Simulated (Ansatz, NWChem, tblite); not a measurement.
## A small benchmark: dipole moment

8 molecules with nitrogen; the dipole moment in D, computed less measured. Shapes, held fixed at every level: PBE0-D4/def2-TZVP. No vibrational averaging. Dipoles are compared by magnitude; molecules under 1 D, whose direction can flip, are left out. Programs: Ansatz 0.2.0, NWChem 7.3.0, tblite 0.8.0. A level may come from different programs for different species; with the same settings they agree closely. Measured values: NIST CCCBDB.

Levels: A = GFN2-xTB; B = HF/def2-SVP; C = PBE-D4/def2-TZVPP; D = r2SCAN-D4/def2-TZVPP; E = B3LYP-D4/def2-TZVPP.

```tsv
molecule	measured	A	B	C	D	E
NS (Mononitrogen monosulfide)	1.81	+0.16	-0.17	+0.02	-0.01	+0.08
NOF (SMILES O=NF)	1.81	-0.31	-0.24	-0.55	-0.48	-0.42
NH3 (ammonia)	1.47	+0.35	+0.30	+0.10	+0.12	+0.13
C2F3N (cyanotrifluoromethane)	1.33	-1.16	-0.16	+0.15	+0.16	+0.07
C2H3N (acetonitrile)	3.92	-0.07	+0.13	+0.02	+0.13	+0.08
C3H3NO (oxazole)	1.50	+0.20	+0.02	+0.06	+0.07	+0.06
C3H5N (propanenitrile)	4.02	-0.19	+0.12	+0.01	+0.13	+0.08
C2H7N (dimethylamine)	1.03	+0.12	+0.06	-0.16	-0.13	-0.10
```

**Question.** Sum up the errors.

**Answer.** 
```
               level            kind  mean error  mean absolute error  worst case
            GFN2-xTB  semi-empirical      -0.112                0.320       C2F3N
         HF/def2-SVP    Hartree–Fock      +0.007                0.150         NH3
   PBE-D4/def2-TZVPP             GGA      -0.044                0.134         NOF
r2SCAN-D4/def2-TZVPP        meta-GGA      -0.001                0.154         NOF
 B3LYP-D4/def2-TZVPP   global hybrid      -0.002                0.128         NOF
```

On this set B3LYP-D4/def2-TZVPP has the smallest mean absolute error and GFN2-xTB the largest. PBE-D4/def2-TZVPP is too high in 6 of 8; B3LYP-D4/def2-TZVPP is too high in 6 of 8. The levels differ in basis as well as in method. The tabulated values of NOF, C2F3N are in doubt (older tables, estimates, or at odds with other calculations) and kept here. Over the 6 molecules whose values aren't doubted the mean absolute errors are A 0.182; B 0.133; C 0.062; D 0.098; E 0.088. The smallest two are near a tie. Spin contamination: NS (⟨S²⟩ up to 1.14). Open shells run unrestricted. The set is small.
